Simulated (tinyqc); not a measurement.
UHF in the sto-3g basis, for H2O, spin multiplicity 1, step by step. One step of it, computed by the program tinyqc.

Question. Iteration 2: building the Fock matrix. J_ij = sum D_kl (ij|kl) with D = D(alpha) + D(beta), K_ij = sum D_kl (ik|jl) for each spin; F = H + J - K(s); E = tr D H + tr D J / 2 - 0.5 sum_s tr D(s) K(s) + E_nn.

D(alpha) after iteration 1, lower triangle:
```
            1O 1s      1O 2s     1O 2px     1O 2py    1O 2pz      2H 1s     3H 1s
1O 1s    1.053394
1O 2s   -0.223978   0.994371
1O 2px   0.000000   0.000000   0.950150
1O 2py   0.000000   0.000000  -0.222038   0.442915
1O 2pz   0.049691  -0.293491   0.000000   0.000000  0.675116
2H 1s   -0.014755  -0.015495   0.192274   0.214826  0.226960   0.295890
3H 1s   -0.014755  -0.015495  -0.192274  -0.214826  0.226960  -0.127041  0.295890
```

D(beta) after iteration 1, lower triangle:
```
            1O 1s      1O 2s     1O 2px     1O 2py    1O 2pz      2H 1s     3H 1s
1O 1s    1.053394
1O 2s   -0.223978   0.994371
1O 2px   0.000000   0.000000   0.950150
1O 2py   0.000000   0.000000   0.222038   0.442915
1O 2pz   0.049691  -0.293491   0.000000   0.000000  0.675116
2H 1s   -0.014755  -0.015495  -0.192274   0.214826  0.226960   0.295890
3H 1s   -0.014755  -0.015495   0.192274  -0.214826  0.226960  -0.127041  0.295890
```

core Hamiltonian H = T + V (hartree), lower triangle:
```
             1O 1s      1O 2s     1O 2px     1O 2py     1O 2pz      2H 1s      3H 1s
1O 1s   -32.767039
1O 2s    -7.623722  -9.376215
1O 2px    0.000000   0.000000  -7.491391
1O 2py    0.000000   0.000000   0.000000  -7.678850
1O 2pz   -0.018882  -0.218658   0.000000   0.000000  -7.577244
2H 1s    -1.917820  -3.987424   0.000000  -2.223566  -1.575062  -5.225450
3H 1s    -1.917820  -3.987424   0.000000   2.223566  -1.575062  -1.647772  -5.225450
```

Two-electron integrals (ij|kl) in chemists' order, unique and non-zero (hartree):
```
(11|11) 4.785065    (21|11) 0.741380    (21|21) 0.136873    (22|11) 1.118947
(22|21) 0.256633    (22|22) 0.817206    (31|31) 0.024477    (32|31) 0.037809
(32|32) 0.180518    (33|11) 1.115814    (33|21) 0.256684    (33|22) 0.817023
(33|33) 0.880159    (41|41) 0.024477    (42|41) 0.037809    (42|42) 0.180518
(43|43) 0.047444    (44|11) 1.115814    (44|21) 0.256684    (44|22) 0.817023
(44|33) 0.785270    (44|44) 0.880159    (51|51) 0.024477    (52|51) 0.037809
(52|52) 0.180518    (53|53) 0.047444    (54|54) 0.047444    (55|11) 1.115814
(55|21) 0.256684    (55|22) 0.817023    (55|33) 0.785270    (55|44) 0.785270
(55|55) 0.880159    (61|11) 0.188319    (61|21) 0.034445    (61|22) 0.064073
(61|33) 0.063953    (61|41) 0.001304    (61|42) 0.002429    (61|44) 0.064204
(61|51) 0.000882    (61|52) 0.001644    (61|54) 0.000170    (61|55) 0.064068
(61|61) 0.008780    (62|11) 0.430957    (62|21) 0.099960    (62|22) 0.349257
(62|33) 0.343565    (62|41) 0.006161    (62|42) 0.045882    (62|44) 0.355056
(62|51) 0.004170    (62|52) 0.031050    (62|54) 0.007776    (62|55) 0.348828
(62|61) 0.025587    (62|62) 0.180523    (63|31) 0.010784    (63|32) 0.061581
(63|43) 0.009678    (63|53) 0.006549    (63|63) 0.026600    (64|11) 0.247193
(64|21) 0.058113    (64|22) 0.216919    (64|33) 0.206945    (64|41) 0.013949
(64|42) 0.088823    (64|44) 0.233386    (64|51) 0.002142    (64|52) 0.018436
(64|54) 0.011344    (64|55) 0.210190    (64|61) 0.015573    (64|62) 0.136199
(64|64) 0.128264    (65|11) 0.167286    (65|21) 0.039328    (65|22) 0.146798
(65|33) 0.140048    (65|41) 0.002142    (65|42) 0.018436    (65|44) 0.144843
(65|51) 0.012233    (65|52) 0.074057    (65|54) 0.012923    (65|55) 0.155343
(65|61) 0.010539    (65|62) 0.092172    (65|64) 0.068800    (65|65) 0.073160
(66|11) 0.550653    (66|21) 0.129794    (66|22) 0.517245    (66|33) 0.496153
(66|41) 0.010934    (66|42) 0.109847    (66|44) 0.539132    (66|51) 0.007399
(66|52) 0.074338    (66|54) 0.029086    (66|55) 0.515836    (66|61) 0.033569
(66|62) 0.327484    (66|64) 0.282459    (66|65) 0.191152    (66|66) 0.774606
(71|11) 0.188319    (71|21) 0.034445    (71|22) 0.064073    (71|33) 0.063953
(71|41) -0.001304   (71|42) -0.002429   (71|44) 0.064204    (71|51) 0.000882
(71|52) 0.001644    (71|54) -0.000170   (71|55) 0.064068    (71|61) 0.008633
(71|62) 0.024725    (71|64) 0.013685    (71|65) 0.010189    (71|66) 0.031981
(71|71) 0.008780    (72|11) 0.430957    (72|21) 0.099960    (72|22) 0.349257
(72|33) 0.343565    (72|41) -0.006161   (72|42) -0.045882   (72|44) 0.355056
(72|51) 0.004170    (72|52) 0.031050    (72|54) -0.007776   (72|55) 0.348828
(72|61) 0.024725    (72|62) 0.146676    (72|64) 0.075998    (72|65) 0.072750
(72|66) 0.219548    (72|71) 0.025587    (72|72) 0.180523    (73|31) 0.010784
(73|32) 0.061581    (73|43) -0.009678   (73|53) 0.006549    (73|63) 0.020899
(73|73) 0.026600    (74|11) -0.247193   (74|21) -0.058113   (74|22) -0.216919
(74|33) -0.206945   (74|41) 0.013949    (74|42) 0.088823    (74|44) -0.233386
(74|51) -0.002142   (74|52) -0.018436   (74|54) 0.011344    (74|55) -0.210190
(74|61) -0.013685   (74|62) -0.075998   (74|64) -0.018904   (74|65) -0.036796
(74|66) -0.099564   (74|71) -0.015573   (74|72) -0.136199   (74|74) 0.128264
(75|11) 0.167286    (75|21) 0.039328    (75|22) 0.146798    (75|33) 0.140048
(75|41) -0.002142   (75|42) -0.018436   (75|44) 0.144843    (75|51) 0.012233
(75|52) 0.074057    (75|54) -0.012923   (75|55) 0.155343    (75|61) 0.010189
(75|62) 0.072750    (75|64) 0.036796    (75|65) 0.056427    (75|66) 0.119525
(75|71) 0.010539    (75|72) 0.092172    (75|74) -0.068800   (75|75) 0.073160
(76|11) 0.166052    (76|21) 0.038806    (76|22) 0.145323    (76|33) 0.142301
(76|44) 0.145441    (76|51) 0.002633    (76|52) 0.022610    (76|55) 0.148077
(76|61) 0.009813    (76|62) 0.072820    (76|64) 0.047310    (76|65) 0.041800
(76|66) 0.132571    (76|71) 0.009813    (76|72) 0.072820    (76|74) -0.047310
(76|75) 0.041800    (76|76) 0.034965    (77|11) 0.550653    (77|21) 0.129794
(77|22) 0.517245    (77|33) 0.496153    (77|41) -0.010934   (77|42) -0.109847
(77|44) 0.539132    (77|51) 0.007399    (77|52) 0.074338    (77|54) -0.029086
(77|55) 0.515836    (77|61) 0.031981    (77|62) 0.219548    (77|64) 0.099564
(77|65) 0.119525    (77|66) 0.341297    (77|71) 0.033569    (77|72) 0.327484
(77|74) -0.282459   (77|75) 0.191152    (77|76) 0.132571    (77|77) 0.774606
```

nuclear repulsion = 9.56195450 hartree

Give: Coulomb J; exchange K(alpha); exchange K(beta); F(alpha); F(beta); total energy of this density.

Answer.

Coulomb J (hartree), lower triangle:
```
         1O 1s  1O 2s  1O 2px  1O 2py  1O 2pz  2H 1s  3H 1s
1O 1s   17.478
1O 2s    3.300  8.259
1O 2px   0.000  0.000   8.249
1O 2py   0.000  0.000   0.000   8.255
1O 2pz  -0.007  0.034   0.000   0.000   8.250
2H 1s    0.830  3.511   0.000   2.172   1.488  5.269
3H 1s    0.830  3.511   0.000  -2.172   1.488  1.463  5.269
```

exchange K(alpha) (hartree), lower triangle:
```
        1O 1s   1O 2s  1O 2px  1O 2py  1O 2pz  2H 1s  3H 1s
1O 1s   4.887
1O 2s   0.829   1.325
1O 2px  0.000   0.000   1.098
1O 2py  0.000   0.000  -0.102   0.941
1O 2pz  0.003  -0.046   0.000   0.000   1.024
2H 1s   0.217   0.603   0.021   0.362   0.263  0.655
3H 1s   0.217   0.603  -0.021  -0.362   0.263  0.223  0.655
```

exchange K(beta) (hartree), lower triangle:
```
        1O 1s   1O 2s  1O 2px  1O 2py  1O 2pz  2H 1s  3H 1s
1O 1s   4.887
1O 2s   0.829   1.325
1O 2px  0.000   0.000   1.098
1O 2py  0.000   0.000   0.102   0.941
1O 2pz  0.003  -0.046   0.000   0.000   1.024
2H 1s   0.217   0.603  -0.021   0.362   0.263  0.655
3H 1s   0.217   0.603   0.021  -0.362   0.263  0.223  0.655
```

F(alpha) (hartree), lower triangle:
```
          1O 1s   1O 2s  1O 2px  1O 2py  1O 2pz   2H 1s   3H 1s
1O 1s   -20.176
1O 2s    -5.153  -2.442
1O 2px    0.000   0.000  -0.340
1O 2py    0.000   0.000   0.102  -0.365
1O 2pz   -0.029  -0.139   0.000   0.000  -0.352
2H 1s    -1.305  -1.079  -0.021  -0.414  -0.350  -0.611
3H 1s    -1.305  -1.079   0.021   0.414  -0.350  -0.407  -0.611
```

F(beta) (hartree), lower triangle:
```
          1O 1s   1O 2s  1O 2px  1O 2py  1O 2pz   2H 1s   3H 1s
1O 1s   -20.176
1O 2s    -5.153  -2.442
1O 2px    0.000   0.000  -0.340
1O 2py    0.000   0.000  -0.102  -0.365
1O 2pz   -0.029  -0.139   0.000   0.000  -0.352
2H 1s    -1.305  -1.079   0.021  -0.414  -0.350  -0.611
3H 1s    -1.305  -1.079  -0.021   0.414  -0.350  -0.407  -0.611
```

total energy of this density = -74.89104 hartree
